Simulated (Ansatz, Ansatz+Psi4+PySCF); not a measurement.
```xyz
2

Si    0.0000    0.0000   -0.8489
N     0.0000    0.0000    0.8489
```

Basis set: cc-pVTZ on N; cc-pV(T+d)Z on Si (spherical functions). Frozen core: 6 orbitals. Correlation on ROHF uses semicanonical orbitals with singles. Charge 0, multiplicity 2.

Computed with Ansatz (development build ahead of 0.2.0); the reference of a correlated method needn't be the lowest determinant of its kind.

Q: Give the atomization energy at this shape (free ground-state atoms in the same class of orbitals less the molecule, no zero-point energy) of doublet SiN by ROHF-CCSD(T), UHF-BCCD(T), UHF-CCSD(T).

A:

```
      method  atomization energy
ROHF-CCSD(T)      93.45 kcal/mol
 UHF-BCCD(T)      92.54 kcal/mol
 UHF-CCSD(T)      92.08 kcal/mol
```

Caution: the reference determinant was not shown to be the lowest; the shape is not the minimum. Caution for ROHF-CCSD(T): an unrestricted determinant lies well below. Caution for UHF-CCSD(T): another reference gives a lower total.
